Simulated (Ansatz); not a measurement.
# Reading a saddle point

A first-order saddle point of SiNH₇O, singlet, PBE0-D4/def2-TZVP, with one imaginary mode of 1077i cm⁻¹:

```xyz
10
angstrom
Si -0.5369 -0.1023 -0.1763
H 0.7807 -1.2075 -0.5019
H -1.4686 -1.0535 -0.8350
H -1.3556 1.1615 -0.1060
N -0.0533 -0.1488 1.4606
H 1.0814 -0.2809 -1.1613
O 0.5768 0.6557 -1.4802
H -0.5387 0.3960 2.1543
H 0.5038 -0.8917 1.8462
H 1.0104 1.4713 -1.2004
```

Ansatz 0.2.0; basis: def2-TZVPP and def2-QZVPP; cores frozen in the correlated methods. Extrapolation: Hartree–Fock as exp(−7.88 √X), correlation as X^−2.97.

Question: Which contacts change along the imaginary mode, and what lies on either side? (A judgement: the text doesn't fix the answer.)

Answer: By the calculation: The step is SiNH₅ ([NH2][SiH3]) + H₂O → SiNH₅O ([NH2][SiH2][OH]) + H₂, with the molecules in contact on both sides. Shortening one way: Si1–O7, H2–H6; lengthening the same way: Si1–H2, H6–O7.
| pair | one side (Å) | saddle (Å) | other side (Å) |
| --- | --- | --- | --- |
| Si1–O7 | 3.07 | 1.87 | 1.65 |
| H2–H6 | 2.73 | 1.18 | 0.75 |
| Si1–H2 | 1.49 | 1.75 | 3.92 |
| H6–O7 | 0.96 | 1.11 | 2.69 |

Question: Which side is lower, and how far does the saddle lie above each? (Judge from chemistry; the value comes from the calculation.)

Answer: By the calculation: The side with Si1–O7, H2–H6 short is lower by 0.879 eV; the saddle lies 2.350 eV above it and 1.471 eV above the other (CCSD(T) at an estimated basis limit (MP2 extrapolated from triple and quadruple zeta, plus CCSD(T) − MP2 in triple zeta); electronic energies).

No T1 diagnostic of these runs exceeds 0.012.

Labels in which every atom is bracketed show which atoms are joined, not bond orders.

For scale, one of the runs: CCSD(T)/def2-TZVPP, 202 basis functions, launched by `ansatz run in.yaml --threads 2 --pin off --events-out ev --progress --plain --max-ram 4352MiB`. Hardware: 2 CPU threads of an Arm Neoverse V2, shared host. Wall time 62 s; peak host memory 2.5 GiB.
